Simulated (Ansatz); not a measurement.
# fcc Pd

Method: PBEsol (Ansatz, a quantum-chemistry and plane-wave program, PAW).

Run with plane-wave cutoff 500 eV, 26×26×18 k mesh (along the axes of the cell as run), Fermi–Dirac smearing 0.1 eV, no spin polarisation, scalar-relativistic PAW data made under PBE.

Cell (relaxed at this level):

```
CELL_PARAMETERS angstrom
      2.74187     0.00000     0.00000
      0.00000     2.74187     0.00000
      0.00000     0.00000     3.87765
ATOMIC_POSITIONS crystal
  Pd 0.00000 0.00000 0.00000
  Pd 0.50000 0.50000 0.50000
```

- equilibrium volume per atom: 14.58 Å³/atom
- lattice constant a: 3.878 Å

Measured, for comparison: equilibrium volume per atom 14.56 Å³/atom, lattice constant a 3.876 Å (static lattice: zero-point anharmonic expansion removed; as tabulated in Mejia-Rodriguez and Trickey (2018), arXiv:1807.09216). Computed (rounded) less measured: equilibrium volume per atom +0.1 %, lattice constant a +0.1 %.

The computed numbers hold no vibrational or temperature effects.

Cost on a shared machine: roughly 4 core-minutes.
